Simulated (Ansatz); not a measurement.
Geometry optimisation, Ansatz 0.2.0, RKS revPBE-D4/def2-SVP.

The input (input.yaml):

```yaml
crystal:
  periodic: [false, false, false]
  atoms:
    - { symbol: Si, position_ang: [-0.86084, 0.86351, -0.95155] }
    - { symbol: Si, position_ang: [-0.16664, -0.30832, 0.79816] }
    - { symbol: S, position_ang: [1.3418, -1.81798, 0.32438] }
    - { symbol: H, position_ang: [-1.24855, 0.27157, -2.23902] }
    - { symbol: H, position_ang: [-1.99725, 1.74144, -0.63671] }
    - { symbol: H, position_ang: [0.55301, 0.45902, 1.82669] }
    - { symbol: H, position_ang: [2.37848, -1.20925, 0.87806] }
basis:
  gaussian: { orbitals: def2-SVP }
hamiltonian:
  xc: revpbe
  dispersion: d4
relax:
  f_tol: 0.02
  max_steps: 50
```

Command:

```bash
$ ansatz run input.yaml --threads 1 --pin off --max-ram 2048MiB --backend cpu --events-out ev --progress --plain --runs-dir out
```

Q: Where does it end, and by what steps?

A: The run converged. After 7 steps the energy has fallen by 0.249 eV; H7 moved furthest, 0.41 Å.

| step | energy less start (eV) | largest force component (eV/Å) | accepted |
| --- | --- | --- | --- |
| 0 | 0.0000 | 1.036 | yes |
| 1 | -0.1302 | 0.761 | yes |
| 2 | -0.2016 | 0.467 | yes |
| 3 | -0.2271 | 0.392 | yes |
| 4 | -0.2307 | 0.182 | yes |
| 5 | -0.2129 | 0.313 | no |
| 6 | -0.2474 | 0.158 | yes |
| 7 | -0.2490 | 0.015 | yes |

```xyz
7
Properties=species:S:1:pos:R:3
Si -0.873 1.039 -1.068
Si 0.062 -0.148 0.568
S 1.440 -1.749 0.142
H -1.306 0.107 -2.177
H -2.105 1.704 -0.490
H 0.500 0.517 1.846
H 2.282 -1.470 1.178
```

Run time: 18 s on 1 thread of Arm Neoverse V1 (shared host), peak memory 0.12 GiB.
